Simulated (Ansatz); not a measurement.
`N/C(O)=C\F` + H₂ → `O/C=C\F` + NH₃ at 600 K and 1 bar (hydrogenolysis of a C–N bond).

Isolated molecules relaxed with PBE0-D4/def2-TZVP in Ansatz; ΔE leaves out vibrations. CCSD(T)/CBS adds triple-zeta CCSD(T) − MP2 to the extrapolated MP2 energy (def2 sets, frozen cores). This one scheme is used for every species. Double bonds are as drawn, so ΔE can hold a change between cis and trans. One conformer a species, not always the lowest.

```csv
species,CCSD(T)/CBS energy (Eh),H − E (kJ/mol),S (J/(mol·K))
`N/C(O)=C\F`,-308.14024,225.8,378.5
H₂,-1.17544,43.9,150.8
`O/C=C\F`,-252.83247,169.3,333.8
NH₃,-56.50880,112.4,219.5
```

H − E and S are ideal-gas, rigid-rotor, harmonic terms from PBE0-D4/def2-TZVP, for one conformer and one mirror image of each species. The MP2-based limit puts H₂ 0.8 mEh under its directly extrapolated value; such offsets cancel only in part. 1 Eh = 2625.50 kJ/mol, R = 8.31446 J/(mol·K).

Problem. By hand: ΔE, ΔH, ΔS and ΔG.

Solution. ΔE = (-252.83247) + (-56.50880) − (-308.14024) − (-1.17544) = -0.02559 Eh = -67.2 kJ/mol. Δ(H − E) = 169.3 + 112.4 − 225.8 − 43.9 = 12.0, so ΔH = -55.2 kJ/mol. ΔS = 333.8 + 219.5 − 378.5 − 150.8 = 24.0 J/(mol·K). ΔG = -55.2 − 600 × (24.0)/1000 = -69.6 kJ/mol.

Problem. By hand: the equilibrium constant, and the temperature at which ΔG would vanish if ΔH and ΔS stayed fixed.

Solution. log₁₀ K = −ΔG/(RT ln 10) = 6.1. ΔH and −TΔS have one sign here, so there is no such temperature.

ΔH outweighs TΔS. A doubt of 5 kJ/mol in ΔE shifts log₁₀ K by 0.4 here. Other conformers and mirror images would add mixing entropy, several J/(mol·K) or more a flexible species. These are equilibria of isolated gas molecules and say nothing of rates. Largest T1 diagnostic: 0.013 (customary marks: 0.02 for closed shells, 0.045 for open ones).
